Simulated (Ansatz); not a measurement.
The input, for Ansatz 0.2.0:

```yaml
crystal:
  periodic: [false, false, false]
  atoms:
    - {symbol: B, position_ang: [0.084376, 0.005225, 1.493598]}
    - {symbol: C, position_ang: [-0.080498, 0.013599, 0.136191]}
    - {symbol: Ge, position_ang: [-0.003878, -0.018825, -1.629789]}
basis:
  gaussian: {orbitals: cc-pVDZ}
magnetization: {spin_polarized: true, initial_magnetization: 1}
correlation: {method: ccsdt_q, electrons: outside_noble_gas}
```

```sh
$ ansatz run in.yaml --threads 1 --pin off --events-out ev --progress --plain --max-ram 2393MiB
```

Output:

```
1032 factors; integrals over basis functions are off by at most 1.9e-7 eV
mean field evaluation 1: about -58166.0756 eV, gradient 2.4e1 eV
mean field evaluation 2: about -58166.0795 eV, gradient 2.4e1 eV
mean field evaluation 4: about -58170.2996 eV, gradient 3.9e0 eV
mean field evaluation 8: about -58170.8201 eV, gradient 5.5e-1 eV
mean field evaluation 16: about -58170.8961 eV, gradient 8.1e-7 eV
mean field evaluation 32: about -58169.1452 eV, gradient 1.5e0 eV
mean field evaluation 64: about -58169.3318 eV, gradient 1.2e-3 eV
mean field evaluation 96: about -58170.8925 eV, gradient 2.5e-1 eV
mean field evaluation 128: about -58170.8754 eV, gradient 7.1e-1 eV
mean field evaluation 160: about -58168.6281 eV, gradient 6.5e0 eV
...
cycle  17  -7.72534005 eV  change   -2.8e-5 eV  update   4.0e-5
cycle  18  -7.72532787 eV  change    1.2e-5 eV  update   2.4e-5
cycle  19  -7.72530311 eV  change    2.5e-5 eV  update   1.4e-5
cycle  20  -7.72527593 eV  change    2.7e-5 eV  update   8.9e-6
cycle  21  -7.72528091 eV  change   -5.0e-6 eV  update   4.3e-6
cycle  22  -7.72528235 eV  change   -1.4e-6 eV  update   2.9e-6
cycle  23  -7.72528439 eV  change   -2.0e-6 eV  update   2.1e-6
cycle  24  -7.72528853 eV  change   -4.1e-6 eV  update   1.4e-6
cycle  25  -7.72528938 eV  change   -8.5e-7 eV  update   9.5e-7
cycle  26  -7.72528940 eV  change   -2.1e-8 eV  update   6.6e-7
perturbative correction -0.06459435 eV, -0.0023737987 hartree
Total energy: -58178.68600472 eV, -2138.0272757437 hartree
```

Ran on 1 thread of Intel Xeon, shared host: 3.1 min wall, 0.42 GiB peak host memory.
